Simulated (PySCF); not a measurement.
Gas-phase reaction: 2 PH₂ + 4 O → 2 HPO₂ + H₂

Method: PySCF energies (xtb for GFN2) plus ideal-gas RRHO corrections (1 bar). † marks an energy on the PBE0/def2-TZVP geometry and frequencies; other levels use their own. CCSD(T) freezes the core. 6-31G* has spherical d functions here. Open shells (unrestricted): PH₂ (multiplicity 2), O (multiplicity 3, electronic degeneracy 9); the rest are closed-shell singlets. GFN2 has no spin-polarisation term. Spin-orbit splitting is ignored; it lowers the true energy and changes the entropy of O. B3LYP is the form with VWN-RPA correlation. PH₂, HPO₂: computed as isolated molecules; such fragments, hydroxides, amides, oligomers or adducts are transient or little studied in the gas. CCSD(T) isn't extrapolated to the basis-set limit; its ΔH°(298 K) is -1831.4 kJ in def2-SVP and -2069.6 kJ in def2-TZVPP. The harmonic model lacks anharmonicity and excited electronic states, which grow with temperature; levels with a mode under 35 cm⁻¹ are left out. Internal rotation in HPO₂ is treated as a harmonic vibration of one conformer, which makes the entropy rough.

| level | ΔE electronic, kJ | ΔH°(298 K), kJ | ΔS°(298 K), J/K | ΔG°(1000 K), kJ |
|---|---|---|---|---|
| B3LYP/6-31G* | -2018 | -1983 | -417 | -1560 |
| B3LYP/def2-TZVP† | -2143 | -2107 | -419 | -1681 |
| BLYP/def2-TZVP† | -2231 | -2194 | -419 | -1769 |
| CCSD(T)/def2-SVP† | -1868 | -1831 | -419 | -1406 |
| CCSD(T)/def2-TZVPP† | -2106 | -2070 | -419 | -1644 |
| GFN2-xTB | -3652 | -3623 | -416 | -3201 |
| HF/6-31G* | -1028 | -989 | -421 | -560 |
| PBE/def2-SVP | -2206 | -2172 | -416 | -1751 |
| PBE0/def2-TZVP | -2124 | -2088 | -419 | -1662 |
| r2SCAN/def2-TZVP† | -2172 | -2135 | -419 | -1710 |
| ωB97M-V/def2-TZVP† | -2215 | -2178 | -419 | -1753 |
ΔH° is lowest at GFN2-xTB and highest at HF/6-31G*. No reference value is set beside these.
